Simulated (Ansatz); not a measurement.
**SiNH₂ (doublet): from Hartree-Fock to the top rungs at a displaced geometry (v1), cc-pVDZ**

The task here is to estimate one member of a computed series from the others.

The runs use Ansatz 0.2.0, Gaussian basis; cc-pVDZ, core rule «outside noble gas», up to 6 orbitals frozen.

Plan: UHF; CCSD(T) on ROHF; CCSD(T) on UHF; BCCD(T) on ROHF; CISD; CCSDT(Q) on ROHF; CCSDT(Q) on UHF.

25 further runs of the same task are left out: 10 for a known fault of the program, 6 that didn't finish, 9 set aside as unsound or not needed.

## The geometry

The geometry is a PBE0/def2-TZVP stationary point (not a proven minimum) with its atoms shifted at random (size 0.040 Å).

4 atoms, charge 0, spin multiplicity 2.

Atoms are counted from 1 here; the program's logs count them from 0.

Bond lengths: Si1–N2 1.602 Å, Si1–H3 1.526 Å, N2–H4 1.022 Å. Angles: N2–Si1–H3 108.1°, Si1–N2–H4 134.9°.

The first run:

The input, in.yaml:

```yaml
crystal:
  periodic: [false, false, false]
  atoms:
    - {symbol: Si, position_ang: [0.000459, -0.117484, 0.538594]}
    - {symbol: N, position_ang: [-0.000374, 0.176522, -1.036318]}
    - {symbol: H, position_ang: [0.047590, 1.220336, 1.271576]}
    - {symbol: H, position_ang: [-0.055187, -0.399736, -1.878055]}
basis:
  gaussian: {orbitals: cc-pVDZ}
magnetization: {spin_polarized: true, initial_magnetization: 1}
hamiltonian: {xc: hf}
output: {orbitals: {seedname: orbitals}}
```

Run with:

```console
> ansatz run in.yaml --threads 1 --pin off --events-out ev --progress --plain --max-ram 2393MiB
```

Among the steps run: UHF; CCSD(T) on ROHF; CCSD(T) on UHF; BCCD(T) on ROHF; CISD; CCSDT(Q) on ROHF; CCSDT(Q) on UHF.

One table of the session follows, with a row left open; its other results are not shown here.

It belongs to the step «Misses and costs». 

```
   method  from UCCSDT(Q) (meV)
     ROHF               +8169.8
      UHF               +7848.5
     RMP2                +860.1
     UMP2               +1320.7
     CISD               +1235.7
    RCCSD                +412.7
    UCCSD                +391.8
 RCCSD(T)                 +64.1
 UCCSD(T)                 +96.1
  BCCD(T)                 +76.2
   RCCSDT                     ?
   UCCSDT                 +43.2
RCCSDT(Q)                  +6.5
UCCSDT(Q)                     0
```

Estimate the missing values for RCCSDT.

As computed: from UCCSDT(Q) (meV): +43.4. In the column «from UCCSDT(Q) (meV)» it lies between UCCSDT (+43.2) and RCCSD(T) (+64.1).

Limits of these values: Restricted and unrestricted rows rest on different reference determinants; where their highest levels disagree by more than a few hundredths of an eV, they describe different states and don't form one ladder.
